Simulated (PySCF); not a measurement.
Dissociation curve of Na2, singlet.

UKS-BHandHLYP = PySCF with unrestricted BHandHLYP/6-31G; RKS-r2SCAN = restricted r2SCAN/6-31G (PySCF); UHF/6-31G (PySCF).

Energies are in eV, each relative to the lowest point of its own curve near equilibrium.

| R / Å | UKS-BHandHLYP | RKS-r2SCAN | UHF |
|---|---|---|---|
| 2.34 | 0.431 | 0.498 | 0.711 |
| 2.48 | 0.254 | 0.312 | 0.496 |
| 2.64 | 0.118 | 0.163 | 0.315 |
| 2.77 | 0.050 | 0.082 | 0.208 |
| 2.95 | 0.005 | 0.018 | 0.107 |
| 3.04 | 0.000 | 0.004 | 0.073 |
| 3.10 | 0.002 | 0.000 | 0.055 |
| 3.22 | 0.016 | 0.003 | 0.028 |
| 3.27 | 0.026 | 0.009 | 0.020 |
| 3.38 | 0.053 | 0.027 | 0.008 |
| 3.56 | 0.113 | 0.073 | 0.000 |
| 3.84 | 0.230 | 0.170 | 0.004 |
| 4.18 | 0.365 | 0.307 | 0.021 |
| 4.62 | 0.491 | 0.488 | 0.043 |
| 5.16 | 0.585 | 0.688 | 0.061 |
| 5.63 | 0.630 | 0.834 | 0.070 |
| 6.26 | 0.661 | 0.985 | 0.076 |
| 6.79 | 0.673 | 1.078 | 0.078 |
| 7.56 | 0.680 | 1.170 | 0.079 |
| 8.46 | 0.683 | 1.230 | 0.080 |
| 9.42 | 0.684 | 1.262 | 0.080 |

At the longest distance, 9.42 Å, RKS-r2SCAN lies highest above its minimum (1.262 eV) and UHF lowest (0.080 eV).

The unrestricted determinant behind UKS-BHandHLYP is spin-contaminated at 4.18 to 9.42 Å (<S²> up to 1.0, against 0.00 for a pure singlet). The restricted form behind RKS-r2SCAN keeps the bonding electrons paired and can't separate into open-shell fragments. The unrestricted determinant behind UHF is spin-contaminated at 2.34 to 9.42 Å (<S²> up to 1.0, against 0.00 for a pure singlet).
